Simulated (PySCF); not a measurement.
Process, species as SMILES: [NH+]#[C-] (C-NH) + 3 [H][H] (H2) → C (CH4) + N (NH3)
B3LYP-D3(BJ)/def2-TZVP geometries, fixed; electronic energies without zero-point terms.

Effect of the grid level at PBE0/aug-cc-pVTZ with PySCF, against the last row, where the energy of full hydrogenation is -102.35 kcal/mol. Cost is core time over that of grids.level: 1, rough, on shared machines of one kind.

| setting | grid points, largest species | largest shift of a total energy (mEh) | shift of the energy of full hydrogenation (kcal/mol) | cost |
|---|---|---|---|---|
| grids.level: 0 | 3568 | -2.658 | -4.174 | 0.6× |
| grids.level: 1 | 15072 | -0.032 | -0.029 | 1× |
| grids.level: 2 | 32696 | -0.003 | -0.002 | 1× |
| grids.level: 3 | 53352 | -0.003 | -0.002 | 2× |
| grids.level: 4 | 91440 | 0.000 | 0.000 | 3× |
| grids.level: 5 | 137144 | 0.000 | 0.000 | 4× |
| grids.level: 7 | 287184 | 0.000 | 0.000 | 7× |

Within 0.02 kcal/mol in the energy of full hydrogenation: grids.level: 2; grids.level: 3; grids.level: 4; grids.level: 5. The largest shift is 2.658 mEh in a total energy and 4.174 kcal/mol in the difference.
